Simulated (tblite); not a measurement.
Compound: C4H7S (doublet state).
SMILES with atom numbers: `[CH3:1][CH:2][C:3]([CH3:4])=[S:5]` (hydrogens: H6, H7, H8 on C1; H9 on C2; H10, H11, H12 on C4)
Bond orders are those of one Lewis drawing.

Computed with GFN2-xTB (tblite), gas phase: L-BFGS steps from a force-field or distance-geometry start until the largest atomic force falls under 0.01 eV/Å.

Geometry at step 3:
```
atom  x, y, z in Å
C1      1.6186    0.1664   -0.3788
C2      0.6768    0.1597    0.7693
C3     -0.6435   -0.2983    0.6195
C4     -1.6199    0.1368   -0.4429
S5     -1.0741   -1.5133    1.6279
H6      1.1127   -0.1249   -1.2941
H7      2.0645    1.1388   -0.5023
H8      2.4245   -0.5514   -0.1971
H9      1.1007    0.1262    1.7685
H10    -2.1282   -0.7211   -0.8871
H11    -2.3607    0.7269    0.1032
H12    -1.1702    0.7534   -1.2122
```

Question: What forces act on the atoms?

Answer: 
| atom | Fx (eV/Å) | Fy (eV/Å) | Fz (eV/Å) |
| --- | --- | --- | --- |
| C1 | -0.151 | -0.028 | 0.075 |
| C2 | -0.629 | -0.745 | -0.118 |
| C3 | 0.587 | 1.041 | -0.994 |
| C4 | 0.311 | -0.121 | 0.346 |
| S5 | -0.399 | -0.815 | 1.223 |
| H6 | -0.031 | 0.103 | -0.084 |
| H7 | 0.269 | 0.407 | -0.106 |
| H8 | -0.055 | 0.118 | 0.055 |
| H9 | 0.011 | -0.130 | -0.182 |
| H10 | 0.090 | 0.121 | 0.068 |
| H11 | -0.081 | 0.011 | -0.239 |
| H12 | 0.078 | 0.037 | -0.045 |

The largest, 1.55 eV/Å, acts on C3 (S5 within 3 % of it); the rms over all components is 0.422 eV/Å. The forces sum to zero within rounding, as they must for an isolated molecule in no field.

Question: Give the force on C3 in Eh/bohr and in nN.

Answer: 1.554 eV/Å ÷ 51.422 = 0.03023 Eh/bohr, and 1.554 eV/Å × 1.602 = 2.49 nN.

Question: How far is this geometry from the end of the optimisation?

Answer: 0.565 eV above it, and 0.573 Å rms away after alignment. The bonds farthest from their final lengths, with half the difference of the two atoms' forces along the bond (positive lengthens):

| bond | now (Å) | final (Å) | force along bond (eV/Å) |
| --- | --- | --- | --- |
| C3=S5 | 1.637 | 1.719 | +1.50 |
| C2–C3 | 1.405 | 1.352 | -0.82 |
| C1–H7 | 1.077 | 1.092 | +0.29 |
| C3–C4 | 1.507 | 1.499 | -0.55 |
| C4–H11 | 1.093 | 1.087 | +0.02 |
| C4–H12 | 1.084 | 1.090 | +0.14 |

The angle farthest from its final value is C3–C4–H11, 104.0° against 110.1°.

Of the 3 listed bonds off by 0.010 Å or more, this force points towards the final length in 3.

The cost below is that of the whole relaxation. Hardware: an Arm Neoverse V2 with one thread, shared host with 32 logical CPUs at a one-minute load of 37. Cost: 0.33 s of wall time.
